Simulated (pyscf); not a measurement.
## Substitution at Si: H₃Si–SiH₃ + SiH₃• -> H₃Si–SiH₂–SiH₃ + H•

Gas phase, doublet surface, charge 0. Bonds broken: Si1–H3. Bonds formed: Si1–Si9. Optimised with ωB97X-D3(BJ)/def2-SVP in PySCF.

Transition state (Å):

```xyz
12

Si    -1.2499    -0.5410     0.2933
Si     0.1610     0.6295    -1.1864
H     -0.7604    -1.5347    -1.7107
H     -2.6139    -0.7636    -0.2703
H     -0.6621    -1.8380     0.7405
H      0.5278     1.9198    -0.5180
H      1.4192    -0.1214    -1.4595
H     -0.5300     0.9543    -2.4664
Si    -1.4325     0.8772     2.1531
H     -2.3039     0.2978     3.2179
H     -2.0044     2.1842     1.7117
H     -0.0699     1.1180     2.7148
```

One imaginary mode, 479i cm⁻¹; descent along it reached the two sides named.

| bond | change | reactant side (Å) | saddle | product side |
|---|---|---|---|---|
| Si1–H3 | breaks | 1.497 | 2.290 | 3.3 |
| Si1–Si9 | forms | 3.5 | 2.346 | 2.334 |

Electronic energies relative to the separated reactants (eV):

```tsv
level	barrier	reaction energy	reverse barrier
ωB97X-D3(BJ)/def2-TZVP	0.53	+0.46	0.07
PBE/def2-TZVP	0.60	+0.64	-0.04
r²SCAN/def2-TZVP	0.62	+0.75	-0.13
B3LYP-D3(BJ)/def2-TZVP	0.71	+0.76	-0.05
PBE0-D3(BJ)/def2-TZVP	0.56	+0.58	-0.02
M06-2X/def2-TZVP	0.81	+0.75	0.06
ωB97M-D3(BJ)/def2-TZVP	0.76	+0.69	0.07
HF/def2-TZVP	1.20	+0.80	0.40
```

With ωB97M-D3(BJ)/def2-TZVP energies and thermal terms (ideal gas, 1 atm, RRHO with modes under 100 cm⁻¹ raised to 100, one conformer, R ln 2 for chiral ones without a mode under 150 cm⁻¹), in eV:

| T (K) | ΔH‡ | ΔG‡ | ΔH | ΔG |
|---|---|---|---|---|
| 298 | 0.68 | 1.06 | +0.61 | +0.71 |
| 600 | 0.73 | 1.43 | +0.67 | +0.79 |
| 900 | 0.77 | 1.78 | +0.73 | +0.83 |
| 1200 | 0.81 | 2.11 | +0.79 | +0.85 |

At PBE, r²SCAN, B3LYP-D3(BJ), PBE0-D3(BJ) this geometry lies under the product side: in single points on another level's saddle the reverse barrier vanishes, and the forward threshold there is about the reaction energy. This saddle turned up in a search for another step; its sides and bond changes are read from the two ends of the descent. The same reactants have a lower exit, to •H₂Si–SiH₃ + SiH₄ (barrier +0.30 eV at ωB97M-D3(BJ)/def2-TZVP, against +0.76 eV here). One saddle was located; it need not be the lowest between these sides. The angle at the attacked Si is 167°.
